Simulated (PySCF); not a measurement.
Be: ionisation energy

Be [He] 2s2 (1S) → Be⁺ [He] 2s1 (2S), as a difference of total energies. All numbers are calculated (PySCF 2.14, the spin-free X2C one-electron Hamiltonian (Gaussian nucleus), in dyall-acv3z (15s9p4d2f, 76 functions)). Correlated levels: valence: 1s2 frozen; virtual orbitals above 40 to 60 times the deepest correlated orbital energy dropped. The calculations carry no spin-orbit coupling.

```json
{"method": "UHF", "ionisation energy (eV)": "8.044"}
{"method": "MP2 (valence)", "ionisation energy (eV)": "8.838"}
{"method": "SCS-MP2 (valence)", "ionisation energy (eV)": "8.997"}
{"method": "CCSD (valence)", "ionisation energy (eV)": "9.296"}
```

Errors of the correlated levels include the incompleteness of this basis and the frozen core.

With two correlated electrons CCSD is exact in that space.

Task: Which method comes closest to the reference value, and which is furthest?

Result: The reference is 9.323 eV (measured; NIST Atomic Spectra Database, ionization energies). Closest: CCSD (valence) (error -0.027 eV); furthest: UHF (error -1.279 eV).
